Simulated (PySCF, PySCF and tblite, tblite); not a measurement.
# C4H8O2: a path driven as ring inversion, and NMR exchange, part 2 of 2

PySCF and tblite. Atoms count from 0.

## 10. Shieldings, saddle of leg 2: B3LYP/pcSseg-1

What the job is given:

```
{"job": {"kind": "nmr", "xc": "B3LYP", "basis": "pcSseg-1", "pop": false}, "charge": 0, "multiplicity": 1}
C     -1.170970    -0.674187    -0.419879
C     -1.198473     0.470520     0.584390
O     -0.208440     1.411049     0.243429
C      1.076534     0.866601    -0.013004
C      1.199243    -0.670900    -0.145495
O      0.002606    -1.428504    -0.233264
H     -1.222262    -0.264298    -1.439961
H     -1.996036    -1.370541    -0.263718
H     -1.035628     0.070752     1.596736
H     -2.143724     1.014159     0.553542
H      1.748274     1.196508     0.791769
H      1.413078     1.339296    -0.942528
H      1.802728    -0.891736    -1.036947
H      1.733069    -1.068719     0.724929
```

Standard output:

```text
coarse grid: 11480 points
cycle   1  E = -307.4338231893  dE =  8.005e-01  |g| = 7.900e-01  |ddm| = 3.182e+00
cycle   2  E = -307.2677684741  dE =  1.661e-01  |g| = 1.249e+00  |ddm| = 1.598e+00
cycle   3  E = -307.5410385939  dE = -2.733e-01  |g| = 9.312e-02  |ddm| = 1.072e+00
cycle   4  E = -307.5425913012  dE = -1.553e-03  |g| = 2.730e-02  |ddm| = 7.056e-02
cycle   5  E = -307.5427577020  dE = -1.664e-04  |g| = 1.024e-02  |ddm| = 2.909e-02
cycle   6  E = -307.5427804167  dE = -2.271e-05  |g| = 5.399e-04  |ddm| = 8.896e-03
cycle   7  E = -307.5427804862  dE = -6.949e-08  |g| = 8.548e-05  |ddm| = 6.349e-04
final grid: 110224 points
cycle   8  E = -307.6130346493  dE = -3.305e-05  |g| = 7.643e-03  |ddm| = 1.952e-02
cycle   9  E = -307.6130215390  dE =  1.311e-05  |g| = 1.144e-02  |ddm| = 1.093e-02
cycle  10  E = -307.6130463304  dE = -2.479e-05  |g| = 1.073e-03  |ddm| = 6.540e-03
cycle  11  E = -307.6130465588  dE = -2.285e-07  |g| = 1.827e-04  |ddm| = 1.053e-03
cycle  12  E = -307.6130465654  dE = -6.521e-09  |g| = 2.655e-05  |ddm| = 1.608e-04
cycle  13  E = -307.6130465655  dE = -1.295e-10  |g| = 5.433e-06  |ddm| = 2.769e-05
converged SCF energy = -307.6130465655

GIAO shielding tensors (ppm)
atom      isotropic    diamagn.    paramagn.     s11        s22        s33       span
  0 C      111.206     245.217    -134.011     92.806    103.678    137.133     44.327
  1 C      111.232     245.248    -134.016     92.851    103.640    137.205     44.354
  2 O      317.493     395.859     -78.366    252.738    320.852    378.889    126.151
  3 C      118.820     242.661    -123.840     96.844     99.972    159.644     62.800
  4 C      118.891     242.660    -123.768     97.030     99.977    159.667     62.637
  5 O      317.622     395.849     -78.226    252.800    320.868    379.199    126.399
  6 H       27.863      30.179      -2.317     23.989     26.464     33.135      9.146
  7 H       28.135      29.033      -0.898     24.204     27.281     32.920      8.716
  8 H       27.866      30.189      -2.323     23.996     26.466     33.135      9.139
  9 H       28.138      29.035      -0.897     24.206     27.282     32.926      8.720
 10 H       27.639      28.909      -1.271     23.321     26.815     32.779      9.458
 11 H       27.547      29.447      -1.900     23.637     26.437     32.566      8.929
 12 H       27.642      28.904      -1.263     23.330     26.812     32.783      9.453
 13 H       27.549      29.452      -1.904     23.639     26.438     32.569      8.930
```

Wall time 11 s (1 thread of Arm Neoverse V1, shared host); peak memory 0.71 GiB.

Key values: HOMO -6.61 eV, LUMO 0.91 eV; dipole 0.23 D.

## 11. Single-point energy, saddle of leg 1: B3LYP/pcSseg-1

What the job is given:

```
{"job": {"kind": "sp", "xc": "B3LYP", "basis": "pcSseg-1", "pop": false}, "charge": 0, "multiplicity": 1}
C     -1.126010    -0.672398    -0.435772
C     -1.150698     0.485344     0.591628
O      0.067468     1.161315     0.861011
C      1.127971     0.853612    -0.011721
C      1.242355    -0.658753    -0.150693
O      0.137924    -1.143401    -0.876181
H     -1.654477    -0.362885    -1.344423
H     -1.671155    -1.524392    -0.006146
H     -1.492823     0.103895     1.560250
H     -1.880914     1.232140     0.249994
H      2.019120     1.287440     0.443951
H      0.967507     1.299103    -1.005166
H      2.122418    -0.947470    -0.726987
H      1.291315    -1.113549     0.850257
```

Standard output:

```text
coarse grid: 11480 points
cycle   1  E = -307.4343261394  dE =  8.005e-01  |g| = 7.901e-01  |ddm| = 3.182e+00
cycle   2  E = -307.2681721653  dE =  1.662e-01  |g| = 1.250e+00  |ddm| = 1.600e+00
cycle   3  E = -307.5415719687  dE = -2.734e-01  |g| = 9.311e-02  |ddm| = 1.074e+00
cycle   4  E = -307.5431241835  dE = -1.552e-03  |g| = 2.729e-02  |ddm| = 7.054e-02
cycle   5  E = -307.5432904946  dE = -1.663e-04  |g| = 1.025e-02  |ddm| = 2.908e-02
cycle   6  E = -307.5433132209  dE = -2.273e-05  |g| = 5.406e-04  |ddm| = 8.900e-03
cycle   7  E = -307.5433132903  dE = -6.940e-08  |g| = 9.312e-05  |ddm| = 6.365e-04
final grid: 110224 points
cycle   8  E = -307.6130372948  dE = -3.238e-05  |g| = 7.581e-03  |ddm| = 1.963e-02
cycle   9  E = -307.6130244900  dE =  1.280e-05  |g| = 1.132e-02  |ddm| = 1.075e-02
cycle  10  E = -307.6130487225  dE = -2.423e-05  |g| = 1.066e-03  |ddm| = 6.466e-03
cycle  11  E = -307.6130489479  dE = -2.254e-07  |g| = 1.820e-04  |ddm| = 1.045e-03
cycle  12  E = -307.6130489544  dE = -6.509e-09  |g| = 2.574e-05  |ddm| = 1.628e-04
cycle  13  E = -307.6130489545  dE = -1.198e-10  |g| = 4.769e-06  |ddm| = 2.506e-05
converged SCF energy = -307.6130489545
```

Wall time 5.4 s (1 thread of Arm Neoverse V1, shared host); peak memory 0.57 GiB.

Key values: HOMO -6.61 eV, LUMO 0.91 eV; dipole 0.22 D.

Single-point energy, minimum 1: B3LYP/pcSseg-1:

What the job is given:

```
{"job": {"kind": "sp", "xc": "B3LYP", "basis": "pcSseg-1", "pop": false}, "charge": 0, "multiplicity": 1}
C     -1.119790    -0.576828    -0.519550
C     -1.120163     0.381385     0.666345
O     -0.071925     1.329866     0.573331
C      1.053595     0.851014    -0.141190
C      1.192339    -0.662848    -0.024382
O      0.075309    -1.335029    -0.578946
H     -1.246585    -0.005487    -1.451060
H     -1.940569    -1.292881    -0.433602
H     -1.022381    -0.193050     1.599469
H     -2.053458     0.948572     0.700577
H      1.928626     1.349808     0.282372
H      0.968643     1.128801    -1.202237
H      2.071044    -1.010568    -0.572970
H      1.306436    -0.938117     1.034628
```

Standard output:

```text
coarse grid: 11480 points
cycle   1  E = -307.4393072149  dE =  8.130e-01  |g| = 7.947e-01  |ddm| = 3.199e+00
cycle   2  E = -307.2729592415  dE =  1.663e-01  |g| = 1.254e+00  |ddm| = 1.594e+00
cycle   3  E = -307.5481583551  dE = -2.752e-01  |g| = 9.075e-02  |ddm| = 1.069e+00
cycle   4  E = -307.5496174314  dE = -1.459e-03  |g| = 2.782e-02  |ddm| = 6.889e-02
cycle   5  E = -307.5497901968  dE = -1.728e-04  |g| = 1.027e-02  |ddm| = 2.928e-02
cycle   6  E = -307.5498127240  dE = -2.253e-05  |g| = 5.850e-04  |ddm| = 8.660e-03
cycle   7  E = -307.5498128073  dE = -8.335e-08  |g| = 7.925e-05  |ddm| = 6.463e-04
final grid: 110224 points
cycle   8  E = -307.6208184993  dE = -4.063e-05  |g| = 7.820e-03  |ddm| = 2.411e-02
cycle   9  E = -307.6208045192  dE =  1.398e-05  |g| = 1.182e-02  |ddm| = 1.095e-02
cycle  10  E = -307.6208305789  dE = -2.606e-05  |g| = 1.044e-03  |ddm| = 6.570e-03
cycle  11  E = -307.6208307908  dE = -2.118e-07  |g| = 2.432e-04  |ddm| = 1.085e-03
cycle  12  E = -307.6208308028  dE = -1.199e-08  |g| = 3.519e-05  |ddm| = 2.223e-04
cycle  13  E = -307.6208308030  dE = -2.289e-10  |g| = 5.298e-06  |ddm| = 3.040e-05
converged SCF energy = -307.6208308030
```

Run time: 5.7 s. Hardware: 1 thread of Arm Neoverse V1, shared host; peak memory 0.56 GiB.

In short: HOMO -6.86 eV, LUMO 1.05 eV; dipole 0.01 D.

## 12. Kinetics and line shapes

What the job is given:

```
{"job": {"smiles": "C1COCCO1", "charge": 0, "mult": 1, "motion": "ring", "what": "6-membered ring", "atoms": [0, 1, 2, 3, 4, 5], "ring": [0, 1, 2, 3, 4, 5], "study": "path", "level": {"kind": "nmr", "xc": "B3LYP", "basis": "pcSseg-1"}, "fields": [80, 500, 700], "first": 0, "seed": 856, "kind": "path"}, "charge": 0, "multiplicity": 1}
C     -1.117664    -0.792208    -0.236126
C     -1.189315     0.602503     0.390753
O      0.001393     0.895395     1.091183
C      1.117702     0.792413     0.232485
C      1.189484    -0.602701    -0.393409
O     -0.001033    -0.895088    -1.094411
H     -1.997890    -0.989828    -0.848965
H     -1.044563    -1.546988     0.561713
H     -1.998825     0.661465     1.119104
H     -1.348448     1.349801    -0.401557
H      1.998064     0.990883     0.844761
H      1.043688     1.546261    -0.566113
H      1.999584    -0.662761    -1.121159
H      1.347146    -1.349618     0.399576
```

Standard output:

```text
stationary points (kcal/mol above the start)
  n  kind          group   xTB      DFT    lowest mode
  0  minimum      C2h      0.00     0.00     222.5
  1  saddle       C2       8.88    11.73    -229.7
  2  intermediate D2       4.84     6.58     129.1
  3  saddle       C2       8.88    11.73    -229.6
  4  minimum      C2h      0.00     0.00     222.6

GFN2-xTB energies: T/K, barrier G, reaction G (kcal/mol), k forward, k back (1/s)
 150.00     8.19     0.00       3.65       3.68
 200.00     8.16     0.00   5.04e+03   5.07e+03
 250.00     8.16     0.00   3.87e+05   3.89e+05
 298.15     8.17     0.00   6.38e+06   6.41e+06
 350.00     8.21     0.00   5.47e+07   5.49e+07
 400.00     8.26     0.00   2.55e+08   2.56e+08
 500.00     8.43     0.00   2.16e+09   2.17e+09

B3LYP/pcSseg-1 + D3(BJ) energies: T/K, barrier G, reaction G (kcal/mol), k forward, k back (1/s)
 150.00    11.04     0.00   0.000259   0.000261
 200.00    11.01     0.00       3.89       3.92
 250.00    11.00     0.00   1.26e+03   1.26e+03
 298.15    11.02     0.00   5.22e+04   5.24e+04
 350.00    11.06     0.00   9.12e+05   9.16e+05
 400.00    11.11     0.00   7.09e+06   7.11e+06
 500.00    11.27     0.00   1.23e+08   1.24e+08
```

Wall time 41 s (1 thread of Arm Neoverse V1, shared host); peak memory 0.71 GiB. This counts the whole study up to here.

Barriers by level (kcal/mol; entropies in cal/(mol K)). Zero-point and thermal terms come from xTB in every row. ΔG‡ leaves symmetry out; the rate counts equivalent paths (a factor of 2) and all 2 saddles; effective ΔG‡, where given, is the barrier that would give that rate by Eyring's equation alone:

| level | ΔE‡ | with zero-point | ΔH‡ | ΔS‡ | ΔG‡ (298 K) | ΔE of reaction | k at 298 K (1/s) | effective ΔG‡ |
| --- | --- | --- | --- | --- | --- | --- | --- | --- |
| GFN2-xTB | 8.88 | 8.34 | 8.27 | 0.3 | 8.17 | 0.00 | 6.4e+06 | 8.17 |
| B3LYP/pcSseg-1 + D3(BJ) | 11.73 | 11.19 | 11.12 | 0.3 | 11.02 | 0.00 | 5.2e+04 | 11.02 |

Sites that the driver pairs across this motion, and where their lines would merge (no couplings; faster rotations or exchange between molecules can average them sooner):

| nucleus | sites: shielding (ppm) | proton frequency (MHz) | spread (Hz) | coalescence (K) | lines at 298 K |
| --- | --- | --- | --- | --- | --- |
| $^{1}$H | H6, H8, H10, H12: 28.17; H7, H9, H11, H13: 28.01 | 80 | 13 | 215 | 1 |
| $^{1}$H | H6, H8, H10, H12: 28.17; H7, H9, H11, H13: 28.01 | 500 | 82 | 231 | 1 |
| $^{1}$H | H6, H8, H10, H12: 28.17; H7, H9, H11, H13: 28.01 | 700 | 115 | 234 | 1 |

## 13. Summary of results

The summary covers parts 1 to 2.

| quantity | value |
| --- | --- |
| barrier (B3LYP/pcSseg-1 + D3(BJ)) | ΔE‡ 11.7, ΔG‡(298 K) 11.0 kcal/mol |
| barrier (GFN2-xTB) | ΔE‡ 8.9 kcal/mol |
| rate at 298 K | 5.2e+04 s⁻¹ |
| end of the path | the start, renumbered or mirrored |
| coalescence of $^{1}$H H6 | 234 K at 700 MHz |

DFT puts the top 11.7 kcal/mol above the start (xTB: 8.9); the rate from the DFT barrier is 5.2e+04 s⁻¹ at 298 K. An error of 1.4 kcal/mol changes that rate tenfold. The $^{1}$H lines of H6 and its partners, 115 Hz apart at 700 MHz, merge at 234 K, so by this path alone the exchange at 298 K is fast for them; other paths were not followed.
